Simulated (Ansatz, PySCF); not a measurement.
System: C3H3, net charge 0, doublet state. It need not be the lowest isomer of its formula. 
Geometry from a B3LYP-D3(BJ)/def2-TZVP (Ansatz, an electronic-structure program) optimisation:
SMILES: C(=[CH])=C
```xyz
6

C     -0.0003    -0.0188     0.1135
C     -0.0037    -0.2179     1.3177
C      0.0034     0.2038    -1.2323
H     -0.0066    -0.3912     2.3654
H      0.9329     0.3302    -1.7707
H     -0.9230     0.2584    -1.7878
```
Charge 0, spin multiplicity 2.

Property: atomisation energy (electronic, to ground-state atoms), in kcal/mol. Correlated levels leave the core frozen unless marked. Open shells are spin-unrestricted. No spin-orbit coupling. No relativistic terms. The coupled-cluster limit lacks core correlation, which all-electron functionals hold. Basis-set limits of correlation are two-point, X^-3; Hartree-Fock from the larger set. The bracket is a focal-point correction in the basis named.

```csv
level,program,atomisation energy (kcal/mol)
HF/STO-3G,Ansatz,520.8
HF/6-31G*,Ansatz,447.4
BP86-D4/def2-TZVPD,PySCF + dftd4,631.7
PBE0/def2-QZVPP,Ansatz,614.1
TPSSh-D4/def2-TZVPD,PySCF + dftd4,610.8
HSE06-D3(BJ)/def2-TZVPD,Ansatz + dftd3,615.2
HSE06/def2-TZVPD,Ansatz,614.1
B2PLYP/def2-TZVPD,Ansatz,602.0
PBE-QIDH/def2-TZVPD,Ansatz,603.5
MP2/aug-cc-pVDZ,Ansatz,564.8
RI-MP2/aug-cc-pVTZ,Ansatz,595.5
CCSD/STO-3G,Ansatz,607.6
CCSD/cc-pVDZ,Ansatz,547.4
CCSD(T)/STO-3G,Ansatz,608.8
"RI-MP2/CBS(cc-pVTZ,cc-pVQZ)+[CCSD(T)-MP2]/cc-pVTZ",Ansatz,602.6
```

The UHF reference is spin-contaminated (<S^2> 0.21 over the pure value in the largest basis).
